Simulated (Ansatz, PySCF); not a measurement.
Process, species as SMILES: N (NH3) -> N (NH3) as doublet, charge +1 + e-
Structures are relaxed separately at B3LYP-D3(BJ)/def2-TZVP in Ansatz (a quantum-chemistry and plane-wave program).
Geometry of the first species:
```
N
H 1 1.0136
H 1 1.0136 2 107.33
H 1 1.0136 2 107.33 3 -115.09
```
Charge 0, spin multiplicity 1.

Wanted: adiabatic ionisation energy (0 K, with B3LYP-D3(BJ) harmonic zero-point energies from PySCF), in eV. Cores are frozen in the correlated levels unless marked. UHF or UKS for open shells. No spin-orbit coupling. No relativistic terms. CBS marks a two-point X^-3 extrapolation of the correlation energy; Hartree-Fock from the larger set.

```json
[
 {"level": "HF/def2-SVP", "program": "Ansatz", "adiabatic ionisation energy (eV)": "8.42"}
]
```

Question: What does CCSD(T)/CBS(aug-cc-pVTZ,aug-cc-pVQZ) (Ansatz) give?

Answer: 10.18 eV
